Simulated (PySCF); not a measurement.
C5H7F.
Atom-mapped SMILES: `[CH3:1][C:2]#[C:3][C@@H:4]([CH3:5])[F:6]` (hydrogens: H7, H8, H9 on C1; H10 on C4; H11, H12, H13 on C5)

The closed-shell ground state was solved at several levels (PySCF, density fitting, gas phase, non-relativistic). Geometry: PBE0-D3(BJ)/def2-SVP; no solvent, vibrations or thermal averaging.

```json
{"level": "mPW1PW91/pcSseg-1", "basis functions": "137", "HOMO (eV)": "-7.55", "LUMO (eV)": "0.71", "gap (eV)": "8.26", "dipole (D)": "2.28"}
{"level": "wB97X-D/pcSseg-1", "basis functions": "137", "HOMO (eV)": "-9.39", "LUMO (eV)": "2.54", "gap (eV)": "11.93", "dipole (D)": "2.30"}
{"level": "HF/pcSseg-1", "basis functions": "137", "HOMO (eV)": "-10.28", "LUMO (eV)": "4.21", "gap (eV)": "14.49", "dipole (D)": "2.47"}
{"level": "PBE0/STO-3G", "basis functions": "37", "HOMO (eV)": "-5.10", "LUMO (eV)": "4.64", "gap (eV)": "9.74", "dipole (D)": "1.16"}
{"level": "OPBE/pcSseg-1", "basis functions": "137", "HOMO (eV)": "-6.22", "LUMO (eV)": "-0.21", "gap (eV)": "6.01", "dipole (D)": "2.12"}
{"level": "PBE0/pcSseg-1", "basis functions": "137", "HOMO (eV)": "-7.51", "LUMO (eV)": "0.73", "gap (eV)": "8.24", "dipole (D)": "2.27"}
```

(1) What might KT3/pcSseg-1 (137 basis functions) give for the same quantities?

(2) Over all these levels, which gives the widest orbital gap and which the narrowest?

(3) In the pcSseg-1 basis, how does the gap go with the fixed share of exact exchange?

(4) How far do the dipole and the HOMO energy spread over the levels?

## Answers

(1) HOMO -6.29 eV, LUMO -0.30 eV, gap 5.99 eV, dipole 2.13 D.

(2) HF/pcSseg-1 (Hartree–Fock, all exact exchange) has the widest, 14.49 eV, and KT3/pcSseg-1 (GGA) the narrowest, 5.99 eV. The two share the basis. From the narrowest to the widest the HOMO moves by -3.99 eV and the LUMO by +4.51 eV.

(3) KT3 (0 %) 5.99 eV; OPBE (0 %) 6.01 eV; PBE0 (25 %) 8.24 eV; mPW1PW91 (25 %) 8.26 eV; HF (100 %) 14.49 eV. Each rise in the share widens the gap here.

(4) The dipole runs from 1.16 to 2.47 D (mean 2.11 D) and the HOMO from -10.28 to -5.10 eV.
